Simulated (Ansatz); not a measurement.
## Scan of [Br···H···Cl], doublet

Starting geometry:

```xyz
3

Br    0.0000    0.0000   -1.5332
H     0.0000    0.0000   -0.1126
Cl    0.0000    0.0000    1.6458
```

From there H2 is moved from one fragment to the other while all else, the fragments' distance too, stays fixed; atoms are numbered as listed. Energies are in kJ/mol, counted from the starting geometry at the same level. Kohn–Sham curves are unrestricted where that lies lower.

Basis cc-pVTZ; Ansatz 0.2.0. Only valence electrons are correlated (noble-gas cores and the filled d shells of p-block atoms frozen). R marks a restricted (for open shells ROHF) determinant, U an unrestricted one. No spin–orbit coupling is included, and no scalar relativity.

A value is left out where its run failed or describes another state than the reference as far as symmetry and spin tell, or, spin-broken singlets apart, can't be checked.

Functionals correlate the shells that the reference freezes, so part of their error here is the reference's.

Full CI isn't at hand for all of this; UCCSDT(Q) serves as the reference, and is uncertain by about the last step of the cluster series.

| distance Br1-H2 (Å) | UCCSDT(Q) | PBE0 | B3LYP | wB97M-V | B2PLYP |
| --- | --- | --- | --- | --- | --- |
| 1.421 | 0.0 | 0.0 | 0.0 | 0.0 | 0.0 |
| 1.479 | -1.9 | -5.4 | -5.5 | -3.3 | -3.4 |
| 1.596 | -4.0 | -11.8 | -11.9 | -8.0 | -7.3 |
| 1.712 | -17.3 | -22.8 | -22.2 | -22.5 | -19.4 |
| 1.829 | -37.3 | – | -34.1 | -41.6 | -36.1 |
